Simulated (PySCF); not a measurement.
# Be: ionisation energy

Be [He] 2s2 (1S) → Be⁺ [He] 2s1 (2S), as a difference of total energies. Calculation: PySCF 2.14, in Sapporo-DZP-2012 (4s2p, 10 functions); the spin-free X2C one-electron Hamiltonian (Gaussian nucleus). Correlated levels: valence: 1s2 frozen. The calculations carry no spin-orbit coupling.

```json
{"method": "UHF", "ionisation energy (eV)": "8.041"}
{"method": "MN15", "ionisation energy (eV)": "8.952"}
{"method": "M06-L", "ionisation energy (eV)": "8.868"}
{"method": "MP2 (valence)", "ionisation energy (eV)": "8.661"}
{"method": "SCS-MP2 (valence)", "ionisation energy (eV)": "8.785"}
{"method": "CCSD (valence)", "ionisation energy (eV)": "9.252"}
```

Q: How much does correlation contribute at MP2 (valence)?

A: 8.661 − (8.041) = 0.620 eV, measured against UHF.

Errors of the correlated levels include the incompleteness of this basis and the frozen core.

With two correlated electrons CCSD is exact in that space.

The coupled-cluster amplitudes are large for Be (T1 above 0.03 or a double amplitude above 0.15), so a single reference is strained.

For comparison: 9.323 eV (measured; NIST Atomic Spectra Database, ionization energies).
